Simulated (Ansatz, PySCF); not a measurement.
Ligands exchanged one at a time, B Cl-Br. Gas-phase values, no solvent. Strings in code marks are SMILES.

Quantity: redistribution energy (mixed species minus the weighted end members), in eV.

Level 1: B3LYP-D3(BJ)/def2-TZVP // PBE0-D4/def2-TZVP (PySCF)
Level 2: PBE-D3(BJ)/def2-TZVP // PBE0-D4/def2-TZVP (PySCF)
Level 3: B3LYP/3-21G // PBE0-D4/def2-TZVP (PySCF)
Level 4: HF/cc-pVTZ // PBE0-D4/def2-TZVP (Ansatz, a first-principles code)

```
species                                level 1  level 2  level 3  level 4
-------------------------------------  -------  -------  -------  -------
1 of 3 Cl replaced by Br: `ClB(Cl)Br`    0.002    0.002   -0.014    0.003
2 of 3 Cl replaced by Br: `ClB(Br)Br`    0.002    0.002   -0.013    0.003
```
